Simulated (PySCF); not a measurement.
Write Cartesian coordinates for `CC(C)=C(C)F` as optimised with PBE0-D3(BJ)/def2-SVP.

```xyz
15
C5H9F angstrom
C     -1.6081   -0.5258   -0.9310
C     -0.4417   -0.0896   -0.0968
C     -0.7662    0.3539    1.2968
C      0.8035   -0.1073   -0.5913
C      2.0940    0.2771    0.0363
F      0.9965   -0.5281   -1.8605
H     -2.3308    0.2996   -1.0511
H     -1.2988   -0.8611   -1.9280
H     -2.1516   -1.3501   -0.4386
H      0.1116    0.6686    1.8751
H     -1.2616   -0.4590    1.8550
H     -1.4771    1.1978    1.2789
H      2.5784    1.0716   -0.5544
H      1.9680    0.6347    1.0639
H      2.7839   -0.5824    0.0458
```

Any rigid rotation of these coordinates is as good. Atoms count from 1 in this order. The 6 heavy atoms lie in one plane (0.002 Å rms). The C–C distances run from 1.340 Å (C2=C4, drawn double) to 1.499 Å (C1–C2, drawn single), a spread of 0.159 Å. Of the pairs four or more bonds apart, H10···H14 is among the closest relative to their van der Waals radii: 2.03 Å, 84 % of the sum of Bondi's values.

Bonds between heavy atoms (Å): C1–C2 1.499, C2–C3 1.498, C2=C4 1.340, C4–C5 1.486, C4–F6 1.351.

Method: PBE0-D3(BJ)/def2-SVP geometry optimisation, gas phase in PySCF 2.14.0.

No frequency check.

The run took 48 s of wall time on Arm Neoverse V2, one thread, shared host, and the process peaked at 0.50 GiB of memory. These figures are those of the optimisation.
